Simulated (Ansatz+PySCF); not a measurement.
## quintet O4 in separate pieces: levels of theory in one basis

```xyz
4

O     0.0000    0.0000   -0.5941
O     0.0000    0.0000    0.5941
O    10.0000    0.0000   -0.5941
O    10.0000    0.0000    0.5941
```

Basis set: STO-3G (spherical functions). Frozen core: 4 orbitals. Correlation on ROHF uses semicanonical orbitals with singles. Charge 0, multiplicity 5.

Computed with Ansatz (development build ahead of 0.2.0); the reference of a correlated method needn't be the lowest determinant of its kind.

| method | E − E(ROHF) (eV) | <S²> of the determinant |
| --- | --- | --- |
| ROHF | 0.00 | 6.00 |
| UHF | -0.10 | 6.01 |
| ROHF-MP2 | -4.72 | – |
| UHF-MP2 | -4.75 | 6.01 |
| ROHF-CCSD | -5.71 | – |
| UHF-CCSD | -5.71 | 6.01 |
| ROHF-CCSD(T) | -5.74 | – |
| UHF-CCSD(T) | -5.74 | 6.01 |

Q: What does full CI (lowest root of this spin) give on the same scale?

A: -5.81 eV.

Q: Is a single determinant a sound starting point here?

A: Only with care. Unrestricted orbitals gain 0.10 eV and <S²> is 6.01 against 6.00 for a pure state, but several determinants compete.

Caution for ROHF, UHF, ROHF-MP2, UHF-MP2, UHF-CCSD(T): the determinant breaks the point group. Caution for ROHF-MP2, UHF-MP2: another reference gives a lower total. Caution for ROHF-CCSD(T): the determinant is a saddle point.
